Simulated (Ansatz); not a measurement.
## 1T (CdI2-type) PtS2

Calculation: PBE-D4 (Ansatz, a program for electronic structure, plane waves, PAW).

Numerical settings: plane-wave cutoff 500 eV, 18×18×8 k mesh (along the axes of the cell as run), Fermi–Dirac smearing 0.05 eV, scalar-relativistic PAW data made under PBE.

Cell: relaxed at this level.

For 1T (CdI2-type) PtS2, the equilibrium volume per atom is 17.36 Å³/atom. The lattice constant a comes out as 3.584 Å and the c axis length is 4.680 Å. The band gap is zero (no gap).

Measured, for comparison: band gap 0.7 eV (temperature not stated, not corrected to a static lattice, bulk, cited; as tabulated in Two-dimensional noble-metal chalcogenides and phosphochalcogenides, Angew. …); lattice constant a 3.542 Å (temperature not stated, not corrected to a static lattice; as tabulated in Björkman (2014), arXiv:1406.2436); lattice parameter c 5.036 Å (temperature not stated, zero-point anharmonic expansion removed (computed with revB86b-DF2); no thermal correction; as tabulated in Björkman (2014), arXiv:1406.2436). Computed (rounded) less measured: lattice constant a +1.2 %, lattice parameter c -7.1 %.

Spin–orbit coupling is not included.

Computed values are for the static lattice.
